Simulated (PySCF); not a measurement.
Molecule: SMILES C1CCOCC1, C5H10O.

Numbering as in the mapped SMILES `[CH2:1]1[CH2:2][CH2:3][O:4][CH2:5][CH2:6]1`; H(Xn) means a hydrogen on atom n.

Geometry PBE0-D3(BJ)/def2-SVP throughout; GIAO in PySCF 2.14.0 with density-fitted response routines, gas phase, one conformer, non-relativistic; equivalent atoms averaged; functional PBE0.

(1) How do the absolute shieldings σ depend on the basis set? (ppm; last column core-seconds on 1 thread of an Arm Neoverse V1, shared host)

(2) Which nucleus moves most, in ppm?

(3) Taking the largest basis, cc-pVTZ (320 functions), as the yardstick, rank the others by their worst heavy-atom deviation.

Answers

(1) 
```tsv
basis set	functions	C3/C5	C1	C2/C6	O4	H(C3)/H(C5)	H(C2)/H(C6)	H(C1)	core-s
STO-3G	40	180.9	209.6	211.4	370.0	30.88	31.85	31.86	3.5
6-31G	74	134.5	175.8	173.7	293.8	28.91	31.12	31.06	6.6
pcSseg-0	74	123.1	169.9	167.2	309.4	29.23	31.59	31.46	6.1
6-31G*	104	129.5	170.5	168.6	300.1	28.41	30.57	30.39	9.2
def2-SVP	134	128.8	170.4	168.3	302.6	28.04	30.20	30.06	12
cc-pVDZ	134	130.2	170.7	168.4	295.3	27.88	30.04	29.86	14
pcSseg-1	152	115.1	158.6	155.9	285.6	27.77	29.96	29.82	15
6-311+G(2d,p)	222	117.9	160.5	157.7	280.7	27.98	30.09	29.94	26
aug-cc-pVDZ	228	128.6	168.5	166.3	290.1	27.77	29.89	29.74	29
def2-TZVP	246	116.7	159.9	157.1	284.1	27.96	30.05	29.90	31
IGLO-III	310	112.5	156.7	153.9	280.5	27.82	29.93	29.79	48
cc-pVTZ	320	118.0	160.8	158.4	284.7	27.80	29.89	29.73	55
```

(2) O4 (ether oxygen): from 280.5 ppm with IGLO-III to 370.0 ppm with STO-3G. The smallest spread is 1.96 ppm, at H(C2)/H(C6). Proton shifts span only some 12 ppm, so a few tenths of a ppm matter as much there as several ppm in carbon.

(3) def2-TZVP 1.3 ppm (246 functions), pcSseg-1 2.9 ppm (152 functions), 6-311+G(2d,p) 4.0 ppm (222 functions), IGLO-III 5.5 ppm (310 functions), aug-cc-pVDZ 10.7 ppm (228 functions), cc-pVDZ 12.3 ppm (134 functions), 6-31G* 15.4 ppm (104 functions), 6-31G 16.6 ppm (74 functions), def2-SVP 17.9 ppm (134 functions), pcSseg-0 24.7 ppm (74 functions), STO-3G 85.3 ppm (40 functions).

A small basis that lands close on one nucleus may do so by chance; judge by the trend and by all nuclei.
